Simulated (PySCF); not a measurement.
# Reproducing measurements on 2-fluoropropane

**What was measured.**

NIST CCCBDB Release 22 (SRD 101), experimental dipoles lists, for the gas: dipole moment 1.956 D.

The results are set against them at the end.

Species: 2-fluoropropane, C3H7F.
Atom-mapped SMILES: `[CH3:1][CH:2]([CH3:3])[F:4]` (hydrogens: H5, H6, H7 on C1; H8 on C2; H9, H10, H11 on C3)

Cartesian coordinates in Å at the GFN2-xTB level; atoms count from 1:
```xyz
11
C3H7F angstrom
C     -1.190   -0.451    0.213
C     -0.117    0.535   -0.220
C      1.287   -0.036   -0.103
F     -0.203    1.662    0.585
H     -1.013   -0.763    1.239
H     -1.169   -1.324   -0.432
H     -2.172    0.011    0.154
H     -0.307    0.895   -1.240
H      1.479   -0.344    0.922
H      1.388   -0.896   -0.759
H      2.023    0.714   -0.384
```

The PySCF runs (gas phase, on this GFN2-xTB geometry; no spin–orbit coupling):

| level | job | basis functions | wall time |
| --- | --- | --- | --- |
| PBE0/pcSseg-1 | shieldings | 103 | 3.7 s |
| B97-D/6-31++G** | shieldings | 114 | 6.9 s |
| PBE0/pcseg-1 | shieldings | 91 | 3.0 s |
| WP04/aug-pcSseg-1, energy threshold 1e-07 Eh | shieldings | 167 | 8.1 s |
| PBE0/def2-SVPD | 6 singlets by full TDDFT, 2 Tamm–Dancoff triplets, polarisability, density and orbital grids written | 139 | 9.2 s |

Hardware: one thread, Arm Neoverse V2 (aarch64), no GPU, shared host.

All basis functions are spherical.

**Comparison with experiment**

**Dipole moment.** Measured: 1.956 D (NIST CCCBDB Release 22 (SRD 101), experimental dipoles).

| level | computed (D) | computed − measured (D) | % (from the printed values) |
| --- | --- | --- | --- |
| PBE0/pcSseg-1 | 1.892 | -0.064 | -3 |
| B97-D/6-31++G** | 1.936 | -0.020 | -1 |
| PBE0/pcseg-1 | 1.920 | -0.036 | -2 |
| WP04/aug-pcSseg-1 | 2.023 | +0.067 | +3 |
| PBE0/def2-SVPD | 1.951 | -0.005 | 0 |

The computed dipoles belong to one fixed geometry; measured ones are averaged over vibrations unless marked μe. Magnitudes are compared, not signs.

No measured geometry was used, and the causes of the misses weren't examined.

The pairwise dispersion term of B97-D wasn't added to the energies; at a given geometry it leaves orbitals and properties as they are.
